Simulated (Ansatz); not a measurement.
# The cluster B₃H₃− (doublet): single points with varied inputs

How do the results and run time of the cluster B₃H₃− (doublet) respond when the settings are drawn wide?

Computed with Ansatz 0.2.0, Gaussian basis. Level: the settings change from run to run.

### Step 1. The relaxed structure

The geometry comes from an earlier relaxation with r2SCAN-D4 in a triple-zeta def2 set; it is a stationary point.

6 atoms, charge -1, spin multiplicity 2.

Atoms are counted from 1 here; the program's logs count them from 0.

Bond lengths: B1–B2 1.552 Å, B1–B3 1.735 Å, B1–H4 1.197 Å, B2–B3 1.553 Å, B2–H5 1.202 Å, B3–H6 1.197 Å. Angles: B2–B1–B3 56.1°, B2–B1–H4 178.7°, B3–B1–H4 125.2°, B1–B2–B3 67.9°, B1–B2–H5 146.2°, B3–B2–H5 145.9°, B1–B3–B2 56.0°, B1–B3–H6 125.4°, B2–B3–H6 178.6°.

Geometry (Å):

```
B    -0.4313   -0.6912    0.4271
B     0.2135   -0.2717   -0.9211
B     0.3011    0.8561    0.1432
H    -0.9358   -1.0386    1.4561
H     0.4700   -0.5972   -2.0495
H     0.3825    1.7426    0.9441
```

### Step 2. r2SCAN/cc-pVDZ

Set apart from the defaults: charge 0, multiplicity 1, finite nuclei, D3(BJ) with three-body dispersion, relativity set to scalar.

File in.yaml:

```yaml
crystal:
  periodic: [false, false, false]
  atoms:
    - {symbol: B, position_ang: [-0.431346, -0.691183, 0.427126]}
    - {symbol: B, position_ang: [0.213485, -0.271704, -0.921060]}
    - {symbol: B, position_ang: [0.301053, 0.856061, 0.143243]}
    - {symbol: H, position_ang: [-0.935781, -1.038556, 1.456057]}
    - {symbol: H, position_ang: [0.470049, -0.597185, -2.049473]}
    - {symbol: H, position_ang: [0.382541, 1.742567, 0.944097]}
basis:
  gaussian: {orbitals: cc-pVDZ, nuclear_model: gaussian}
hamiltonian: {xc: {name: r2SCAN}, dispersion: d3bjatm, pseudopotentials: {relativity: scalar}}
scf: {omitted_lower_state_checks: [starts]}
output: {forces: true}
```

Started as:

```sh
> ansatz run in.yaml --threads 4 --pin off --events-out ev --progress --plain --max-ram 3916MiB
```

Output:

```text
Functional definition: r2SCAN
  name "r2SCAN"
  cite "Furness, Kaplan, Ning, Perdew & Sun, J. Phys. Chem. Lett. 11, 8208 (2020) doi:10.1021/acs.jpclett.0c02405"
  cite "Furness, Kaplan, Ning, Perdew & Sun, J. Phys. Chem. Lett. 11, 9248 (2020) doi:10.1021/acs.jpclett.0c03077"
  parent r2scan
  parameter k0 = 0.174
  parameter k1 = 0.065
  parameter a1 = 4.9479
  exchange = r2scan_x(k0 = k0, k1 = k1, a1 = a1)
  correlation = r2scan_c
these checks for a lower state are left out or cut short: starts
636 factors; their error is unknown
mean field evaluation 1: about -2069.3966 eV, gradient 2.9e1 eV
mean field evaluation 2: about -2067.6059 eV, gradient 3.6e1 eV
mean field evaluation 4: about -2072.5769 eV, gradient 3.0e0 eV
mean field evaluation 8: about -2072.5801 eV, gradient 1.1e-1 eV
mean field -2072.58009988 eV, -76.1659138254 hartree, gradient 2.5e-5 eV, S^2 0.000000; 0 other end points of the search recorded, 0 dependent functions left out
the calculation of the forces begins
reference -2072.58010846 eV, -76.1659141407 hartree; 9, 9 occupied and 48, 48 virtual orbitals, 636 factors
Total energy: -2072.59971353 eV, -76.1666346136 hartree
Relativity: scalar
Atom 0 at    -0.431346    -0.691183     0.427126 Å, force    -0.744977    -2.392809    -0.686970 eV/Å
Atom 1 at     0.213485    -0.271704    -0.921060 Å, force    -0.347333     0.433036     1.499045 eV/Å
Atom 2 at     0.301053     0.856061     0.143243 Å, force     1.226427     1.772555    -1.440015 eV/Å
Atom 3 at    -0.935781    -1.038556     1.456057 Å, force     0.156212     0.507052     0.159574 eV/Å
Atom 4 at     0.470049    -0.597185    -2.049473 Å, force    -0.031795     0.046326     0.151526 eV/Å
Atom 5 at     0.382541     1.742567     0.944097 Å, force    -0.258534    -0.366160     0.316840 eV/Å
Dipole moment:    -0.038685     0.050420     0.166681 e Å
Checks for a lower state left out: starts
```

It took 0.8 s on 4 threads of Arm Neoverse V1, shared host.

Largest force 2.599 eV/Å, dipole 0.86 D.

### Step 3. wB97/def2-SVP

Set apart from the defaults: atoms shaken by 0.08 Å, the search for lower states set to light.

File in.yaml:

```yaml
crystal:
  periodic: [false, false, false]
  atoms:
    - {symbol: B, position_ang: [-0.460114, -0.801596, 0.408120]}
    - {symbol: B, position_ang: [0.198812, -0.260903, -0.883640]}
    - {symbol: B, position_ang: [0.337081, 0.871441, 0.172833]}
    - {symbol: H, position_ang: [-0.843468, -0.954721, 1.500788]}
    - {symbol: H, position_ang: [0.478493, -0.676673, -2.188837]}
    - {symbol: H, position_ang: [0.271197, 1.837779, 0.812724]}
basis:
  gaussian: {orbitals: def2-SVP}
total_charge: -1
magnetization: {spin_polarized: true, initial_magnetization: 1}
hamiltonian: {xc: {name: wB97}}
scf: {lower_state_search: light}
```

Same command.

Output, shortened:

```text
Functional definition: wB97
  name "wB97"
  cite "Chai & Head-Gordon, J. Chem. Phys. 128, 084106 (2008) doi:10.1063/1.2834918"
  cite "Becke, J. Chem. Phys. 107, 8554 (1997) doi:10.1063/1.475007"
[...]
  # The coefficients of nought are those of the uniform gas.
[...]
      + integral(e_c_pw_opposite_spin*poly(b97_u_opposite, 1, cos1, cos2, cos3, cos4))
636 factors; their error is unknown
201 factors; integrals over basis functions are off by at most 2.4e-5 eV
[...]
mean field -2072.69090485 eV, -76.1699858328 hartree, gradient 4.2e-5 eV, S^2 0.764814; 2 other end points of the search recorded, 0 dependent functions left out
reference -2072.69089724 eV, -76.1699855533 hartree; 10, 9 occupied and 47, 48 virtual orbitals, 636 factors
Total energy: -2072.69089724 eV, -76.1699855533 hartree
```

Wall time 2.2 s (4 threads of Arm Neoverse V1, shared host).

⟨S²⟩ 0.765.

### Step 4. B97/x2c-TZVPPall

Options: charge 0, multiplicity 1.

File in.yaml:

```yaml
crystal:
  periodic: [false, false, false]
  atoms:
    - {symbol: B, position_ang: [-0.431346, -0.691183, 0.427126]}
    - {symbol: B, position_ang: [0.213485, -0.271704, -0.921060]}
    - {symbol: B, position_ang: [0.301053, 0.856061, 0.143243]}
    - {symbol: H, position_ang: [-0.935781, -1.038556, 1.456057]}
    - {symbol: H, position_ang: [0.470049, -0.597185, -2.049473]}
    - {symbol: H, position_ang: [0.382541, 1.742567, 0.944097]}
basis:
  gaussian: {orbitals: x2c-TZVPPall}
hamiltonian: {xc: {name: B97}}
scf: {omitted_lower_state_checks: [starts]}
output: {forces: true}
```

Launched as before.

Output, shortened:

```text
Functional definition: B97
  name "B97"
  cite "Becke, J. Chem. Phys. 107, 8554 (1997) doi:10.1063/1.475007"
[...]
      + integral(e_c_pw_opposite_spin*poly(b97_u_opposite, cos0, cos1, cos2))
[...]
687 factors; their error is unknown
[...]
mean field -2074.26577355 eV, -76.2278611901 hartree, gradient 1.7e-5 eV, S^2 0.000000; 0 other end points of the search recorded, 0 dependent functions left out
[...]
reference -2074.26579999 eV, -76.2278621619 hartree; 9, 9 occupied and 126, 126 virtual orbitals, 687 factors
Total energy: -2074.26579999 eV, -76.2278621619 hartree
Relativity: scalar
Atom 0 at    -0.431346    -0.691183     0.427126 Å, force    -0.762407    -2.435512    -0.688126 eV/Å
Atom 1 at     0.213485    -0.271704    -0.921060 Å, force    -0.408692     0.506773     1.756054 eV/Å
Atom 2 at     0.301053     0.856061     0.143243 Å, force     1.247942     1.814810    -1.452441 eV/Å
Atom 3 at    -0.935781    -1.038556     1.456057 Å, force     0.291594     0.595311    -0.122321 eV/Å
Atom 4 at     0.470049    -0.597185    -2.049473 Å, force    -0.091048     0.121421     0.411826 eV/Å
Atom 5 at     0.382541     1.742567     0.944097 Å, force    -0.277390    -0.602804     0.095007 eV/Å
Dipole moment:    -0.041447     0.053924     0.178544 e Å
Checks for a lower state left out: starts
```

It took 1.8 s on 4 threads of Arm Neoverse V1, shared host.

Largest force 2.643 eV/Å, dipole 0.92 D.

### Step 5. B2GP-PLYP/6-31++G**

Set apart from the defaults: relativity set to none, the search for lower states set to full.

Changes to in.yaml since step 4:

```diff
@@ -10,5 +10,7 @@
 basis:
-  gaussian: {orbitals: x2c-TZVPPall}
-hamiltonian: {xc: {name: B97}}
-scf: {omitted_lower_state_checks: [starts]}
+  gaussian: {orbitals: "6-31++G**"}
+total_charge: -1
+magnetization: {spin_polarized: true, initial_magnetization: 1}
+hamiltonian: {xc: {name: B2GP-PLYP}, pseudopotentials: {relativity: none}}
+scf: {lower_state_search: full}
 output: {forces: true}
```

Launched as before.

Output, shortened:

```text
Functional definition: B2GP-PLYP
  name "B2GP-PLYP"
  cite "Karton, Tarnopolsky, Lamère, Schatz & Martin, J. Phys. Chem. A 112, 12868 (2008) doi:10.1021/jp801805p"
  cite "Becke, Phys. Rev. A 38, 3098 (1988) doi:10.1103/PhysRevA.38.3098"
  cite "Lee, Yang & Parr, Phys. Rev. B 37, 785 (1988) doi:10.1103/PhysRevB.37.785"
[...]
667 factors; integrals over basis functions are off by at most 1.2e-3 eV
[...]
mean field -2069.11957221 eV, -76.0387417793 hartree, gradient 7.6e-6 eV, S^2 0.765240; 6 other end points of the search recorded, 0 dependent functions left out
3 core orbitals not correlated: weight in the atoms' cores, before any rotation towards them, 1.000 or more for the frozen orbitals, at most 0.000 for the correlated occupied ones
reference -2069.11967845 eV, -76.0387456834 hartree; 7, 6 occupied and 65, 66 virtual orbitals, 667 factors
second order -8.68802024 eV of doubles, -0.00000000 eV of singles
[...]
Total energy: -2072.24736574 eV, -76.1536860712 hartree
Atom 0 at    -0.431346    -0.691183     0.427126 Å, force    -0.167765    -0.183375     0.257982 eV/Å
Atom 1 at     0.213485    -0.271704    -0.921060 Å, force     0.061324    -0.081328    -0.298243 eV/Å
Atom 2 at     0.301053     0.856061     0.143243 Å, force     0.068808     0.307897     0.167854 eV/Å
Atom 3 at    -0.935781    -1.038556     1.456057 Å, force     0.055484     0.014695    -0.132536 eV/Å
Atom 4 at     0.470049    -0.597185    -2.049473 Å, force    -0.022132     0.031088     0.118947 eV/Å
Atom 5 at     0.382541     1.742567     0.944097 Å, force     0.004281    -0.088977    -0.114005 eV/Å
Dipole moment:    -0.044343     0.057342     0.190547 e Å
```

Run time: 4.5 s. Hardware: 4 threads of Arm Neoverse V1, shared host.

Largest force 0.358 eV/Å, ⟨S²⟩ 0.765.

### Step 6. The runs in one table

| level | charge | multiplicity | geometry | functions | energy (eV) | time |
| --- | --- | --- | --- | --- | --- | --- |
| r2SCAN/cc-pVDZ | 0 | 1 | relaxed | 57 | -2072.600 | 0.8 s |
| wB97/def2-SVP | -1 | 2 | shaken | 57 | -2072.691 | 2.2 s |
| B97/x2c-TZVPPall | 0 | 1 | relaxed | 135 | -2074.266 | 1.8 s |
| B2GP-PLYP/6-31++G** | -1 | 2 | relaxed | 75 | -2072.247 | 4.5 s |

### Step 7. Summary of results

```
quantity                       value
    runs                           4
quickest       r2SCAN/cc-pVDZ, 0.8 s
 slowest  B2GP-PLYP/6-31++G**, 4.5 s
```

In words: The runs differ in state or geometry as well as level, so their energies can't be set against each other. B2GP-PLYP/6-31++G** took 6 times as long as r2SCAN/cc-pVDZ. The jobs differ in tasks and options as well as level. At the r2SCAN-D4/def2-TZVPD geometry and in the same state, the sound runs without point charges leave forces up to 0.36 eV/Å (B2GP-PLYP/6-31++G**).
